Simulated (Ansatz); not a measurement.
SiH2 (SMILES [SiH2]): methods side by side

SiH2 has 3 atoms, charge 0, and is taken as a singlet. SMILES: `[SiH2]`. Geometry: relaxed at PBE0-D4/def2-TZVP.

```xyz
3

Si   -0.4912    0.4686   -0.2136
H     0.8403    0.5786    0.5225
H    -0.3491   -1.0472   -0.3089
```

Quantity: the energy change with the Si1–H2 bond stretched from 1.525 to 2.288 Å, in eV. The values are calculated.

```json
{"level": "HF/cc-pVDZ (restricted)", "kind": "Hartree–Fock", "program": "Ansatz", "value (eV)": "1.92", "less FCI/cc-pVDZ": "+0.32"}
{"level": "SVWN5/cc-pVDZ (restricted)", "kind": "LDA", "program": "Ansatz", "value (eV)": "1.49", "less FCI/cc-pVDZ": "-0.11"}
{"level": "r2SCAN/cc-pVDZ (restricted)", "kind": "meta-GGA", "program": "Ansatz", "value (eV)": "1.63", "less FCI/cc-pVDZ": "+0.03"}
{"level": "PBE0/cc-pVDZ (restricted)", "kind": "global hybrid", "program": "Ansatz", "value (eV)": "1.67", "less FCI/cc-pVDZ": "+0.07"}
{"level": "HSE06/cc-pVDZ (restricted)", "kind": "range-separated hybrid", "program": "Ansatz", "value (eV)": "1.66", "less FCI/cc-pVDZ": "+0.06"}
{"level": "B2PLYP/cc-pVDZ (restricted)", "kind": "double hybrid", "program": "Ansatz", "value (eV)": "1.70", "less FCI/cc-pVDZ": "+0.10"}
{"level": "CCSDT/cc-pVDZ (restricted)", "kind": "coupled cluster or CI", "program": "Ansatz", "value (eV)": "1.60", "less FCI/cc-pVDZ": "0.00"}
{"level": "FCI/3-21G", "kind": "exact in the basis", "program": "Ansatz", "value (eV)": "1.23", "less FCI/cc-pVDZ": "-0.37"}
{"level": "FCI/cc-pVDZ", "kind": "exact in the basis", "program": "Ansatz", "value (eV)": "1.60", "less FCI/cc-pVDZ": "0.00"}
```

FCI/cc-pVDZ is exact within its basis and frozen core, so for wave-function methods in that basis the difference is their error; functionals converge differently with the basis, so for them it is only a difference. A spin-restricted reference rises too steeply as a bond breaks; here HF/cc-pVDZ, r2SCAN/cc-pVDZ, PBE0/cc-pVDZ, HSE06/cc-pVDZ, B2PLYP/cc-pVDZ lie well above the multireference or unrestricted value. The first shape isn't each level's own minimum. The values span 1.23 to 1.92 eV. High-level rows in very small sets aren't better than simpler rows in larger ones.
